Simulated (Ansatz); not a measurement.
# CHAlN (quartet): the correlation ladder, def2-QZVPP

An exercise on one series of results from a longer session: the logs are not shown, and one member is left open.

Program: Ansatz 0.2.0, Gaussian basis. Level of theory: def2-QZVPP, core rule «outside noble gas», up to 7 orbitals frozen. These are calculated values, not measurements.

Plan: UHF; ROHF; CCSD(T) on UHF.

**The system**

The geometry is a PBE0/def2-TZVP stationary point (not a proven minimum).

4 atoms, charge 0, spin multiplicity 4.

Atoms are counted from 1 here; the program's logs count them from 0.

Bond lengths: Al1–N2 1.818 Å, Al1–H4 1.595 Å, N2–C3 1.194 Å. Angles: N2–Al1–H4 111.0°, Al1–N2–C3 170.0°.

Set-up of the first run:

Contents of in.yaml:

```yaml
crystal:
  periodic: [false, false, false]
  atoms:
    - {symbol: Al, position_ang: [0.000000, -0.111786, 1.121424]}
    - {symbol: N, position_ang: [0.000000, 0.097969, -0.684708]}
    - {symbol: C, position_ang: [0.000000, 0.027668, -1.876852]}
    - {symbol: H, position_ang: [0.000000, 1.301302, 1.860276]}
basis:
  gaussian: {orbitals: "def2-QZVPP.json"}
magnetization: {spin_polarized: true, initial_magnetization: 3}
hamiltonian: {xc: hf}
output: {orbitals: {seedname: orbitals}}
```

On the command line:

```bash
$ ansatz run in.yaml --threads 1 --pin off --events-out ev --progress --plain --max-ram 2393MiB
```

Among the steps run: UHF; ROHF; CCSD(T) on UHF.

One table of the session follows, with a row left open; its other results are not shown here.

| method | from UCCSD(T) (kcal/mol) |
| --- | --- |
| ROHF | +266.97 |
| UHF | +254.79 |
| UMP2 | ? |
| UCCSD | +13.21 |
| UCCSD(T) | 0 |

Q: Estimate the row for UMP2 from the others.

**Answer.** from UCCSD(T) (kcal/mol): +33.38. In the column «from UCCSD(T) (kcal/mol)» it lies between UCCSD (+13.21) and UHF (+254.79).
